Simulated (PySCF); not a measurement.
Gas-phase reaction: 2 SiO + 4 H₂ → Si₂H₆ + 2 OH

Computed with PySCF and rigid-rotor harmonic-oscillator thermochemistry at 1 bar. † marks an energy on the PBE0/def2-TZVP geometry and frequencies; other levels use their own. MP2 freezes the core. 6-31G* has spherical d functions here. Open shells (unrestricted): OH (multiplicity 2, electronic degeneracy 4); the rest are closed-shell singlets. Spin-orbit splitting is ignored; it lowers the true energy and changes the entropy of OH. B3LYP is the form with VWN-RPA correlation. MP2 isn't extrapolated to the basis-set limit; its ΔH°(298 K) is 337.5 kJ in def2-SVP and 389.2 kJ in def2-TZVPP. The harmonic model lacks anharmonicity and excited electronic states, which grow with temperature; levels with a mode under 35 cm⁻¹ are left out. Internal rotation in Si₂H₆ is treated as a harmonic vibration of one conformer, which makes the entropy rough.

```tsv
level	ΔE electronic, kJ	ΔH°(298 K), kJ	ΔS°(298 K), J/K	ΔG°(1800 K), kJ
B3LYP/6-31G*	296	328	-303	886
HF/6-31G*	-10	29	-305	596
HF/def2-TZVP†	11	44	-303	600
MP2/def2-SVP†	305	338	-303	893
PBE/def2-SVP	263	294	-303	849
PBE0/def2-QZVP†	207	240	-303	796
ωB97X-V/def2-TZVP†	234	267	-303	823
```
ΔH° is lowest at HF/6-31G* and highest at MP2/def2-SVP†. No reference value is set beside these.
